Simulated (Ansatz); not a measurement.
Cartesian coordinates in Å:
```
B 0.358 0.467 1.058
O 0.585 0.250 -0.271
B -0.262 -0.426 -1.102
H -0.646 0.050 1.564
H 1.188 1.076 1.666
H 0.065 -0.541 -2.246
H -1.286 -0.875 -0.668
```

Total charge 0; spin multiplicity 1.

List the CAM-B3LYP/def2-TZVPP orbital energies in eV (the Gaussian-basis code of Ansatz). (Best estimate.)

The calculation gave: Occupied: -523.46, -186.71, -186.71, -30.72, -18.38, -15.43, -14.01, -13.50, -13.18, -11.04, -10.16. Lowest empty: -0.46, 0.58, 2.31, 2.81, 2.96, 3.74, 3.98, 4.13.
